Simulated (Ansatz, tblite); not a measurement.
# SiMe2 (C₂H₆Si): removing and adding an electron

One table from this session's results is given with a row withheld; the runs are named, their logs left out.

Computed with Ansatz 0.2.0, Gaussian basis. Level: as each input shows.

Levels to be run: charge +1 doublet, at the geometry of the singlet (PBE0-D4/def2-TZVP, PBE-D4/def2-TZVP, r2SCAN-D4/def2-TZVP, CCSD(T)/def2-TZVPP); charge -1 doublet, at the geometry of the singlet (PBE0-D4/def2-TZVPD, PBE-D4/def2-TZVPD, r2SCAN-D4/def2-TZVPD, CCSD(T)/def2-TZVPD); the starting singlet's energies come from earlier runs.

## The relaxed structure

The singlet was relaxed beforehand with B3LYP-D4/def2-TZVP.

9 atoms, charge 0, spin multiplicity 1.

Atoms are counted from 1 here; the program's logs count them from 0.

Bond lengths: Si1–C2 1.907 Å, Si1–C6 1.907 Å, C2–H3 1.097 Å, C2–H4 1.097 Å, C2–H5 1.090 Å, C6–H7 1.098 Å, C6–H8 1.097 Å, C6–H9 1.090 Å. Angles: C2–Si1–C6 97.6°, Si1–C2–H3 109.7°, Si1–C2–H4 110.6°, Si1–C2–H5 113.2°, H3–C2–H4 106.2°, H3–C2–H5 108.3°, H4–C2–H5 108.6°, Si1–C6–H7 109.5°, Si1–C6–H8 110.9°, Si1–C6–H9 113.2°, H7–C6–H8 106.2°, H7–C6–H9 108.2°, H8–C6–H9 108.6°.

The first run:

Contents of in.yaml:

```yaml
crystal:
  periodic: [false, false, false]
  atoms:
    - {symbol: Si, position_ang: [-0.001246, 0.008972, -1.302597]}
    - {symbol: C, position_ang: [1.434431, -0.012391, -0.048198]}
    - {symbol: H, position_ang: [1.376996, -0.921292, 0.564191]}
    - {symbol: H, position_ang: [1.351697, 0.831412, 0.647624]}
    - {symbol: H, position_ang: [2.417123, 0.021269, -0.519094]}
    - {symbol: C, position_ang: [-1.434415, 0.011119, -0.045170]}
    - {symbol: H, position_ang: [-1.381147, 0.919804, 0.568304]}
    - {symbol: H, position_ang: [-1.345617, -0.832915, 0.649297]}
    - {symbol: H, position_ang: [-2.417813, -0.025989, -0.514347]}
basis:
  gaussian: {orbitals: def2-SVP}
total_charge: 1
magnetization: {spin_polarized: true, initial_magnetization: 1}
hamiltonian: {xc: pbe0, dispersion: d4}
output: {orbitals: {seedname: orbitals}}
```

Command:

```
ansatz run in.yaml --threads 4 --pin off --events-out ev --progress --plain --max-ram 3916MiB
```

Steps of the session up to this table: Charge +1 doublet at the fixed geometry, first pass, PBE0-D4/def2-SVP; Charge +1 doublet at the fixed geometry, PBE0-D4/def2-TZVP; Charge +1 doublet at the fixed geometry, PBE-D4/def2-TZVP; Charge +1 doublet at the fixed geometry, r2SCAN-D4/def2-TZVP; Charge +1 doublet at the fixed geometry, CCSD(T)/def2-TZVPP; Charge -1 doublet at the fixed geometry, first pass, PBE0-D4/def2-SVP; Charge -1 doublet at the fixed geometry, PBE0-D4/def2-TZVPD; Charge -1 doublet at the fixed geometry, PBE-D4/def2-TZVPD; Charge -1 doublet at the fixed geometry, r2SCAN-D4/def2-TZVPD; Charge -1 doublet at the fixed geometry, CCSD(T)/def2-TZVPD.

One table of the session follows, with a row left open; its other results are not shown here.

It belongs to the step «Vertical electron affinity». 

```
              method  vertical electron affinity (eV)
       HF/def2-TZVPD                            -0.17
   PBE-D4/def2-TZVPD                             0.45
r2SCAN-D4/def2-TZVPD                             0.52
  PBE0-D4/def2-TZVPD                             0.45
      MP2/def2-TZVPD                             0.24
     CCSD/def2-TZVPD                             0.21
  CCSD(T)/def2-TZVPD                                ?
```

Q: Estimate the row for CCSD(T)/def2-TZVPD from the others.

The run gave: vertical electron affinity (eV): 0.26. In the column «vertical electron affinity (eV)» it lies between MP2/def2-TZVPD (0.24) and PBE-D4/def2-TZVPD (0.45).

Limits of these values: The closed-shell reference under CCSD(T)/def2-TZVPD is unstable towards broken spin symmetry, which adds to the doubt on it. The anion's highest level is positive in at least one run, so there the basis alone may hold the extra electron.
